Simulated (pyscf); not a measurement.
H₃C–S• -> •H₂C–SH, a hydrogen shift (doublet surface; C–H broken, H–S formed). PySCF, gas phase, ωB97X-D3(BJ)/def2-SVP geometries. MP2 and CC: frozen core, UHF for open shells. ΔMP2 is the change of the MP2 total energy from the triple- to the quadruple-zeta basis. Energies in kJ/mol from the reactant's lowest minimum found.

Small-basis levels: PySCF, no dispersion term, spherical d functions. AM1 to PM7: differences of heats of formation from MOPAC. GFN2-xTB: tblite. Open shells are spin-unrestricted. 

| level | barrier | reaction energy |
|---|---|---|
| HF/6-31G* | 242.2 | +78.0 |
| MP2/6-31G* | 214.0 | +79.6 |
| SVWN5/6-31G* | 157.2 | +51.8 |
| BP86/6-31G* | 173.7 | +60.6 |
| B3LYP/STO-3G | 262.4 | +84.7 |
| B3LYP/3-21G | 241.4 | +116.5 |
| B3LYP/6-31G* | 193.3 | +67.5 |
| M06-2X/6-31G* | 196.4 | +74.0 |
| GFN2-xTB | 208.9 | +98.9 |
| PM3 | 126.1 | -25.3 |
| PM6 | 142.9 | -6.1 |
| PM7 | 156.6 | -9.7 |
| CCSD(T)/def2-TZVPP + ΔMP2(QZVPP) | 169.9 | +44.2 |

Against the last row the barrier runs from -43.8 (PM3) to +92.5 kJ/mol (B3LYP/STO-3G). CCSD(T)/def2-TZVPP + ΔMP2(QZVPP) has limits of its own. This is the saddle that the search found; another between the same sides may lie lower. The CCSD(T) − MP2 part came from Ansatz, without density fitting, on the same reference.
